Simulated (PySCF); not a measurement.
Beryllium: a sound run and one with changed settings

Sound run: Be [He] 2s2, Be⁺ [He] 2s1. Calculation: PySCF 2.14, in 6-31G*; no relativity, point nucleus. In the sound run the correlated levels freeze 1s2. The sound run starts from symmetry-adapted Hartree-Fock orbitals and uses a fine grid where one is needed.

Changed run: all electrons correlated in a basis built for the valence shell.

| species | method | sound run (hartree) | changed run (hartree) | converged |
| --- | --- | --- | --- | --- |
| Be | MP2 | -14.59277 | -14.59385 | yes |
| Be | CCSD(T) | -14.61305 | -14.61394 | yes |
| Be⁺ | MP2 | n/a | -14.27619 | yes |
| Be⁺ | CCSD(T) | n/a | -14.27627 | yes |

Ionisation energy of Be:

```json
{"method": "UHF", "sound run (eV)": "7.928", "changed run (eV)": "7.928"}
{"method": "MP2", "sound run (eV)": "8.636", "changed run (eV)": "8.644"}
{"method": "SCS-MP2", "sound run (eV)": "8.777", "changed run (eV)": "8.786"}
{"method": "CCSD", "sound run (eV)": "9.188", "changed run (eV)": "9.186"}
{"method": "CCSD(T)", "sound run (eV)": "9.188", "changed run (eV)": "9.188"}
```

A valence basis has no tight correlating functions, so it recovers only part of the core correlation, and not evenly between atom and ion.

For comparison, NIST gives 9.323 eV between the lowest levels.
